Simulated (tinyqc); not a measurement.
Inside a calculation. Method: extended Hueckel theory, for H2O-. The parameters take no account of the charge, which enters only through the electron count, and nothing here shows that the anion is bound. One step of it, computed by the program tinyqc.

Problem. Orbitals. Solve H C = S C e through S^(-1/2); fill by pairs from the bottom, a degenerate level sharing its electrons equally; each orbital has its largest coefficient positive (the first on a tie).

H (eV), order 1O 2s, 1O 2px, 1O 2py, 1O 2pz, 2H 1s, 3H 1s:
```
[[-32.300000, 0.000000, 0.000000, 0.000000, -18.365558, -16.304037],
 [0.000000, -14.800000, 0.000000, 0.000000, 0.000000, 0.000000],
 [0.000000, 0.000000, -14.800000, 0.000000, -7.288489, 6.725342],
 [0.000000, 0.000000, 0.000000, -14.800000, -4.671387, -4.316620],
 [-18.365558, 0.000000, -7.288489, -4.671387, -13.600000, -3.889339],
 [-16.304037, 0.000000, 6.725342, -4.316620, -3.889339, -13.600000]]
```

overlap S, order 1O 2s, 1O 2px, 1O 2py, 1O 2pz, 2H 1s, 3H 1s:
```
[[1.000000, 0.000000, 0.000000, 0.000000, 0.484348, 0.429980],
 [0.000000, 1.000000, 0.000000, 0.000000, 0.000000, 0.000000],
 [0.000000, 0.000000, 1.000000, 0.000000, 0.341776, -0.315369],
 [0.000000, 0.000000, 0.000000, 1.000000, 0.219053, 0.202418],
 [0.484348, 0.000000, 0.341776, 0.219053, 1.000000, 0.190654],
 [0.429980, 0.000000, -0.315369, 0.202418, 0.190654, 1.000000]]
```

valence electrons = 9

Give: orbital energies; occupations; coefficients; sum of one-electron energies.

Solution.

orbital energies (eV): [-32.8215, -16.3292, -15.0657, -14.8000, -4.9468, 6.0577]

occupations: [2.0000, 2.0000, 2.0000, 2.0000, 1.0000, 0.0000]

coefficients, order 1O 2s, 1O 2px, 1O 2py, 1O 2pz, 2H 1s, 3H 1s:
```
[[0.9008, -0.0074, -0.1162, 0.0000, -0.1082, -0.8854],
 [0.0000, 0.0000, 0.0000, 1.0000, 0.0000, 0.0000],
 [-0.0054, 0.7133, 0.0069, 0.0000, 0.9033, -0.2082],
 [-0.0271, -0.0009, 0.9528, 0.0000, -0.0804, -0.4651],
 [0.1091, 0.3190, 0.0927, 0.0000, -0.6852, 1.0402],
 [0.0915, -0.3466, 0.0995, 0.0000, 0.9806, 0.6245]]
```

sum of one-electron energies = -162.9796 eV
